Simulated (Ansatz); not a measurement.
A made-up structure of Al₂SiH₆, closed shell:

```xyz
9
angstrom
Al -1.5683 1.2614 -1.4592
Al 0.1728 0.8766 0.4137
Si 1.1163 -1.3543 0.8746
H -3.1342 1.1125 -1.1941
H -1.1295 1.6308 -2.9473
H 0.6588 2.0718 1.3551
H -2.0606 1.1315 -0.0270
H 1.2155 -2.1889 -0.3584
H 0.2031 -2.0818 1.8078
```

It is relaxed with PBE-D4/def2-SVP and then PBE0-D4/def2-TZVP (Ansatz 0.2.0). Atoms count as bonded within 1.22 times the sum of their covalent radii (H–H: 0.88 Å). The end point is not checked to be a true minimum.

**Question.** Does its bonding change? (A judgement: the text doesn't fix the answer.)

**Answer.** Computed: Yes. Formed: Al1–Si3, Al2–H5, Al2–H7; broken: none.

Where it ends: The first stage lowers the energy by 4.20 eV in 24 steps. It ends as Al₂SiH₆ ([H]1[AlH]23[H][AlH]12[SiH2]3):
```
atom    x (Å)    y (Å)    z (Å)
 Al1  -1.6631   0.2215  -0.8801
 Al2   0.2284   1.3234   0.2927
 Si3   0.0820  -1.0904   0.1673
  H4  -3.0025   0.4204  -1.6965
  H5  -0.3598   1.3148  -1.3798
  H6   0.8958   2.6915   0.7207
  H7  -1.5283   1.2887   0.5292
  H8   1.0459  -1.8385  -0.6843
  H9  -0.2246  -1.8717   1.3959
```

Labels in which every atom is bracketed show which atoms are joined, not bond orders.

For scale, one of the runs: PBE0-D4/def2-TZVP relaxation, 147 basis functions, launched by `ansatz run in.yaml --threads 2 --pin off --events-out ev --progress --plain --max-ram 4352MiB`. Hardware: 2 CPU threads of an Arm Neoverse V1, shared host. Wall time about 17 s.
